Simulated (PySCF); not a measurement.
These are B3LYP-D3(BJ)/def2-TZVP in PySCF 2.14.0 values and carry that method's errors. Gas-phase values, no solvent. B3LYP has the VWN-RPA correlation part, as in Gaussian. 

Reference species (SMILES): `[Cl]` (neutral, multiplicity 2).

```
Quantity        Value
-------------  ------
dipole moment  0.00 D
```

Changed species: `Cl[Si](Cl)Cl` (radical fragment; the reference has radical fragment).

### Question
What does the change do to the dipole moment?

### Answer
the dipole moment increases by 0.63 D, to 0.63 D.
